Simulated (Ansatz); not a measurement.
```yaml
crystal:
  periodic: [false, false, false]
  atoms:
    - {symbol: B, position_ang: [0.000000, 0.000000, 0.000000]}
    - {symbol: Br, position_ang: [1.878240, 0.020557, -0.005451]}
    - {symbol: Br, position_ang: [-0.956947, 1.616310, -0.005715]}
    - {symbol: Br, position_ang: [-0.921293, -1.636867, 0.011167]}
basis:
  gaussian: {orbitals: def2-TZVP}
hamiltonian: {xc: pbe0}
relax: {f_tol: 0.004, max_steps: 80}
```

```sh
$ ansatz run in.yaml --threads 1 --pin off --events-out ev --progress --plain --max-ram 2176MiB
```

Steps of the relaxation (energy above the last step; positions in Å, forces in eV/Å):

```
4
step 1, 12.7 meV
B     0.000    0.000    0.000    0.000    0.000    0.000
Br    1.878    0.021   -0.005    0.460    0.005   -0.001
Br   -0.957    1.616   -0.006   -0.234    0.396   -0.001
Br   -0.921   -1.637    0.011   -0.225   -0.401    0.003
```

```
4
step 2, 0.8 meV
B     0.000    0.000    0.000    0.000    0.000    0.000
Br    1.892    0.021   -0.005    0.112    0.001    0.000
Br   -0.964    1.628   -0.006   -0.057    0.096    0.000
Br   -0.928   -1.649    0.011   -0.055   -0.098    0.001
```

```
4
step 3, 0.0 meV
B     0.000    0.000    0.000    0.000    0.000    0.000
Br    1.897    0.021   -0.006    0.002    0.000    0.000
Br   -0.966    1.632   -0.006   -0.001    0.001    0.000
Br   -0.930   -1.653    0.011   -0.001   -0.001    0.000
```

Close pairs at the end: B1–Br3 1.897 Å, B1–Br4 1.897 Å, B1–Br2 1.897 Å, Br2–Br3 3.286 Å, Br2–Br4 3.286 Å, Br3–Br4 3.286 Å.

A stationary point of restricted PBE0 after 3 steps (its stability towards spin polarisation wasn't tested); no frequencies were run, so it isn't proven a minimum. 40 s on 1 thread of Intel Xeon Platinum 8488C, shared host.
